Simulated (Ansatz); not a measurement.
`ClC=C(Cl)Cl` and `FC=C(Cl)Cl` differ in one atom or group.

Ansatz, PBE0-D4/def2-TZVP geometries, multiplicity 1. 

```csv
property,`ClC=C(Cl)Cl`
HOMO–LUMO gap (PBE0/def2-TZVPP) / eV,6.49
size of the dipole moment (PBE/def2-TZVPP) / D,0.73
"ideal-gas entropy at 298 K and 1 bar (rigid rotor, harmonic PBE0-D4/def2-TZVP) / J/(mol·K)",324
HOMO–LUMO gap (PBE/def2-TZVPP) / eV,4.41
HOMO–LUMO gap (B3LYP/def2-TZVPP) / eV,6.06
HOMO energy (ωB97M-V/def2-TZVPP) / eV,-9.43
```

(1) What does the change do to each property? (Estimate.)

## Answers

(1) Ansatz gave: 
| property | `FC=C(Cl)Cl` | shift |
| --- | --- | --- |
| HOMO–LUMO gap (PBE0/def2-TZVPP) / eV | 6.96 | 0.47 |
| size of the dipole moment (PBE/def2-TZVPP) / D | 1.00 | 0.27 |
| ideal-gas entropy at 298 K and 1 bar (rigid rotor, harmonic PBE0-D4/def2-TZVP) / J/(mol·K) | 314 | -10 |
| HOMO–LUMO gap (PBE/def2-TZVPP) / eV | 4.76 | 0.35 |
| HOMO–LUMO gap (B3LYP/def2-TZVPP) / eV | 6.50 | 0.44 |
| HOMO energy (ωB97M-V/def2-TZVPP) / eV | -9.56 | -0.13 |

With PBE0 the HOMO falls by 0.07 eV and the LUMO rises by 0.40 eV, so the gap widens by about 0.47 eV. PBE moves the HOMO by 0.00 eV and ωB97M-V by -0.13 eV. Dipoles are sizes alone; their direction can turn.

B3LYP here is the variant with VWN-RPA as its local correlation; programs differ in this.
